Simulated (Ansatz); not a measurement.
# [H···H···BH2], doublet in cc-pVTZ: errors against UCCSDT(Q)

All five atoms lie in one plane.

Geometry: a point of a hydrogen-transfer path between rigid fragments, not a stationary point.

```xyz
5

H    -2.2119    0.0000    0.0000
H    -1.4669    0.0000    0.0000
B     0.2091    0.0000    0.0000
H     0.7182    0.0000    1.0770
H     0.7182    0.0000   -1.0770
```

Basis cc-pVTZ; Ansatz 0.2.0. Only valence electrons are correlated (noble-gas cores frozen), which leaves 7 electrons in 85 orbitals. Prefix R: restricted or restricted open-shell reference; prefix U: unrestricted. Active spaces: pair = (3e, 3o) about the gap; valence = (7e, 8o) chosen from the atoms' valence shells.

Full CI isn't at hand for all of this; UCCSDT(Q) serves as the reference, and is uncertain by about the last step of the cluster series. The frozen core follows each run's orbitals, which can shift R against U totals by a few meV.

* UHF ⟨S²⟩: 0.765
* T1 diagnostic (RCCSD): 0.0207
* largest doubles amplitude (RCCSD): 0.037
* T1 diagnostic (UCCSD): 0.0120

```csv
level,E − E(UCCSDT(Q)) (kcal/mol),share of correlation (%),wall time
RHF,98.11,0.00,–
UHF,95.28,2.89,–
RMP2,18.90,80.73,–
UMP2,18.89,80.75,–
RCCSD,2.21,97.75,–
UCCSD,2.17,97.78,–
RCCSD(T),0.40,99.59,8.5 s
UCCSD(T),0.41,99.59,9.5 s
BCCD(T),0.41,99.59,3 s (H100)
RCCSDT,0.04,99.96,–
UCCSDT,0.03,99.96,–
RCCSDT(Q),0.01,99.99,7.5 s (H100)
CASSCF (pair space),86.16,12.18,–
NEVPT2 (pair space),18.64,81.00,1.3 s (H100)
CASSCF (valence space),63.45,35.33,–
NEVPT2 (valence space),16.11,83.58,4 s
MRCISD (valence space),2.88,97.07,–
MRCISD+Q (valence space),0.31,99.68,2.9 s (H100)
```

The correlation energy at UCCSDT(Q), counted from RHF, is -4.255 eV. That run took 5.5 s on 2 threads of AMD EPYC 7R13 with a shared H100 80 GB, shared host.

Times hold each run's SCF and search for its determinant on a shared host, so for small cases they say little of a method's own cost; rows without a card ran on 1 thread of AMD EPYC 7R13.

Natural occupations of CASSCF (valence space) about the gap: 1.979 1.978 1.975 1.000 0.023 0.019 0.016 0.010; effectively unpaired electrons, Σ n²(2−n)², 1.01.
